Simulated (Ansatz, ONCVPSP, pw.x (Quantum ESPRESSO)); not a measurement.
Equation-of-state test of one ONCV potential (tungsten)

- Element: tungsten
- Generator: ONCVPSP 4.0.1.1 (patched build)
- Type: optimised norm-conserving Vanderbilt (ONCV)
- Functional: PBEsol
- Relativity: scalar-relativistic
- Frozen core: [Kr] 4d10 4f14
- Valence charge: 14
- Reference configuration: 5s2 5p6 5d4 6s2
- Partial waves: 5s+6s: rc 1.70 bohr, ncon 3, nbas 6, qcut 8.8 1/bohr, 2 projectors; 5p: rc 2.05 bohr, ncon 5, nbas 10, qcut 5.3 1/bohr, 2 projectors, debl 2.3 Ha; 5d: rc 1.70 bohr, ncon 3, nbas 7, qcut 9.3 1/bohr, local
- Local potential: the d channel
- Core correction: none

Crystal test: fcc W in pw.x 7.5, no spin, 14³ k-points, Fermi–Dirac smearing 0.01 Ry, cutoffs 65/260 Ry. The lattice is a test structure that the element need not adopt, and mesh and smearing are coarse.

pw.x input:

```
&control
  calculation='scf', prefix='x', pseudo_dir='./', outdir='./tmp', tstress=.true., disk_io='none'
/
&system
  ibrav=0, nat=1, ntyp=1, ecutwfc=65, ecutrho=260, nbnd=15,
  occupations='smearing', smearing='fd', degauss=0.01
/
&electrons
  conv_thr=1e-09, mixing_beta=0.4, electron_maxstep=70
/
ATOMIC_SPECIES
W 1.0 W.UPF
CELL_PARAMETERS angstrom
  0.00000000 1.99979164 1.99979164
  1.99979164 0.00000000 1.99979164
  1.99979164 1.99979164 0.00000000
ATOMIC_POSITIONS crystal
W 0.0000 0.0000 0.0000
K_POINTS automatic
14 14 14 0 0 0
```

```bash
pw.x < W.scf.in > W.scf.out
```

How does the run end?

It converges; the pressure is -2.21 GPa against 0.14 GPa from all-electron LAPW.  The log shows:

```
     using ibrav=0 with symmetry is DISCOURAGED, use correct ibrav instead
     lattice parameter (alat)  =       5.3444  a.u.
     unit-cell volume          =     107.9396 (a.u.)^3
     number of electrons       =        14.00
     number of Kohn-Sham states=           15
     kinetic-energy cutoff     =      65.0000  Ry
     charge density cutoff     =     260.0000  Ry
     scf convergence threshold =      1.0E-09
     Exchange-correlation= PBESOL
     number of k points=   104  Fermi-Dirac smearing, width (Ry)=  0.0100
     iteration #  1     ecut=    65.00 Ry     beta= 0.40
     total energy              =    -137.28873031 Ry
     estimated scf accuracy    <       0.03666613 Ry
     iteration #  2     ecut=    65.00 Ry     beta= 0.40
     total energy              =    -137.28903681 Ry
     estimated scf accuracy    <       0.00531964 Ry
     iteration #  3     ecut=    65.00 Ry     beta= 0.40
     total energy              =    -137.28966488 Ry
     estimated scf accuracy    <       0.00028437 Ry
     iteration #  4     ecut=    65.00 Ry     beta= 0.40
     total energy              =    -137.28967993 Ry
     estimated scf accuracy    <       0.00000405 Ry
     iteration #  5     ecut=    65.00 Ry     beta= 0.40
     total energy              =    -137.28968108 Ry
     estimated scf accuracy    <       0.00000026 Ry
     iteration #  6     ecut=    65.00 Ry     beta= 0.40
     the Fermi energy is    21.5637 ev
!    total energy              =    -137.28968111 Ry
     estimated scf accuracy    <          8.9E-10 Ry
     smearing contrib. (-TS)   =      -0.00512243 Ry
     The total energy is F=E-TS. E is the sum of the following terms:
     one-electron contribution =     -19.77358987 Ry
     hartree contribution      =      16.60940873 Ry
     xc contribution           =     -15.22396921 Ry
     ewald contribution        =    -118.89640834 Ry
     convergence has been achieved in   6 iterations
          total   stress  (Ry/bohr**3)                   (kbar)     P=      -22.14
     Message from routine punch:
     Nothing written, as per user request (disk_io='none')
```
